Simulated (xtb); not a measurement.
CH$_{2}$O, triplet, at a GFN2-xTB geometry (a higher spin typed on purpose: for a closed-shell molecule this is an excited state); GFN1-xTB run with xtb.

The xtb input:
```
$ xtb mol.xyz --gfn 1 --chrg 0 --uhf 2 --json

# file mol.xyz
4

C     -0.53139059     0.09875113     0.20377579
O      0.67582481    -0.13093537    -0.13337683
H     -1.28481427    -0.64171074    -0.11474272
H     -0.93344069     1.09668689    -0.04089743
```

It wrote (shortened):

```
   ID    Z sym.   atoms
    1    6 C      1
    2    8 O      2
    3    1 H      3, 4

           -------------------------------------------------
          |                Calculation Setup                |
           -------------------------------------------------

           -------------------------------------------------
          |                 G F N 1 - x T B                 |
           -------------------------------------------------

          ...................................................
          :                      SETUP                      :
          :.................................................:
          :  # basis functions                  12          :
          :  # atomic orbitals                  12          :
          :  # shells                            8          :
          :  # electrons                        12          :
          :  # halogen bonds                     0          :
          :  max. iterations                   250          :
          :  Hamiltonian                  GFN1-xTB          :
          :  restarted?                      false          :
          :  GBSA solvation                  false          :
          :  PC potential                    false          :
          :  electronic temp.          300.0000000     K    :
          :  accuracy                    1.0000000          :
          :  -> integral cutoff          0.2500000E+02      :
          :  -> integral neglect         0.1000000E-07      :
          :  -> SCF convergence          0.1000000E-05 Eh   :
          :  -> wf. convergence          0.2000000E-04 e    :
          :  Broyden damping             0.4000000          :
          :  net charge                          0          :
          :  unpaired electrons                  2          :
          ...................................................

 iter      E             dE          RMSdq      gap      omega  full diag
   1     -7.7335573 -0.773356E+01  0.692E+00    4.76       0.0  T
   2     -7.7462442 -0.126869E-01  0.436E+00    4.78       1.0  T
   3     -7.7423742  0.386996E-02  0.183E+00    5.16       1.0  T
   4     -7.7500645 -0.769024E-02  0.156E-01    5.07       1.0  T
   5     -7.7501144 -0.499298E-04  0.194E-02    5.01       2.6  T
   6     -7.7501154 -0.984253E-06  0.318E-04    5.02     157.3  T
   7     -7.7501154 -0.295053E-10  0.761E-05    5.02     656.9  T
   8     -7.7501154 -0.138174E-10  0.821E-08    5.02  100000.0  T

   *** convergence criteria satisfied after 8 iterations ***

 transition dipole moment (au) for excitation:           6           7
     X       Y       Z
   0.0221   0.1093   0.0046  total (au/Debye):    0.112   0.284
 dE (eV)             :    3.534
 oscillator strength :  0.15251E-02

         :::::::::::::::::::::::::::::::::::::::::::::::::::::
         ::                     SUMMARY                     ::
         :::::::::::::::::::::::::::::::::::::::::::::::::::::
         :: total energy              -7.696835945955 Eh    ::
         :: gradient norm              0.012893396562 Eh/a0 ::
         :: HOMO-LUMO gap              5.017038067552 eV    ::
         ::.................................................::
         :: SCC energy                -7.750115367250 Eh    ::
         :: -> electrostatic           0.033548648741 Eh    ::
         :: repulsion energy           0.053693824159 Eh    ::
         :: dispersion energy         -0.000414402865 Eh    ::
         :: halogen bond corr.         0.000000000000 Eh    ::
         :: add. restraining           0.000000000000 Eh    ::
         :: total charge              -0.000000000000 e     ::
         :::::::::::::::::::::::::::::::::::::::::::::::::::::

           -------------------------------------------------
          |                Property Printout                |
           -------------------------------------------------

    * Orbital Energies and Occupations

         #    Occupation            Energy/Eh            Energy/eV
      -------------------------------------------------------------
         1        2.0000           -0.7900253             -21.4977
         2        2.0000           -0.6569888             -17.8776
         3        2.0000           -0.6055655             -16.4783
         4        2.0000           -0.5881238             -16.0037
         5        2.0000           -0.5601366             -15.2421
         6        1.0000           -0.4662561             -12.6875
         7        1.0000           -0.3363886              -9.1536 (HOMO)
         8                         -0.1520159              -4.1366 (LUMO)
         9                         -0.1057105              -2.8765
        10                          0.2389107               6.5011
        11                          0.3088495               8.4042
        12                          0.3996583              10.8753
      -------------------------------------------------------------
                  HL-Gap            0.1843728 Eh            5.0170 eV
             Fermi-level           -0.3786993 Eh          -10.3049 eV

  Mulliken/CM5 charges         n(s)   n(p)   n(d)
     1C     0.15340  0.09210   1.021  2.825  0.000
     2O    -0.38097 -0.43603   1.780  4.601  0.000
     3H     0.11379  0.17196   0.886  0.000  0.000
     4H     0.11379  0.17196   0.886  0.000  0.000

Wiberg/Mayer (AO) data.
largest (>0.10) Wiberg bond orders for each atom

 ---------------------------------------------------------------------------
     #   Z sym  total        # sym  WBO       # sym  WBO       # sym  WBO
 ---------------------------------------------------------------------------
     1   6 C    3.291 --     2 O    1.659     4 H    0.816     3 H    0.816
     2   8 O    1.893 --     1 C    1.659     3 H    0.117     4 H    0.117
     3   1 H    0.977 --     1 C    0.816     2 O    0.117
     4   1 H    0.977 --     1 C    0.816     2 O    0.117
 ---------------------------------------------------------------------------

Topologies differ in total number of bonds
Writing topology from bond orders to xtbtopo.mol

 dipole moment from electron density (au)
     X       Y       Z
  -1.3452   0.2749  -0.0714  total (Debye):    3.494

           -------------------------------------------------
          | TOTAL ENERGY               -7.696835945955 Eh   |
          | GRADIENT NORM               0.012893396562 Eh/α |
          | HOMO-LUMO GAP               5.017038067552 eV   |
           -------------------------------------------------

normal termination of xtb
```
